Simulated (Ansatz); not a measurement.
## Rutile SnO₂

Method: PBE0 (plane waves, PAW; Ansatz, a first-principles code).

Settings: plane-wave cutoff 500 eV, 4×4×6 k mesh (along the axes of the cell as run), gaussian smearing 0.02 eV, scalar-relativistic PAW data made under PBE.

Cell: relaxed with r²SCAN: a = 4.760 Å, b = 4.760 Å, c = 3.201 Å, α = 90.00°, β = 90.00°, γ = 90.00°.

- band gap: 3.56 eV (on the SCF k mesh)

Measured, for comparison: band gap 3.81 eV (zero-point renormalisation of 215 meV (computed, non-adiabatic AHC, without the lattice-expansion part) added back here to the 1.8 K gap of; inputs from Miglio et al. (2020), arXiv:2011.12765).

Note: cell and atoms aren't relaxed at this level (largest force component 0.04 eV/Å, pressure -1.6 GPa).

Spin–orbit coupling is not included.
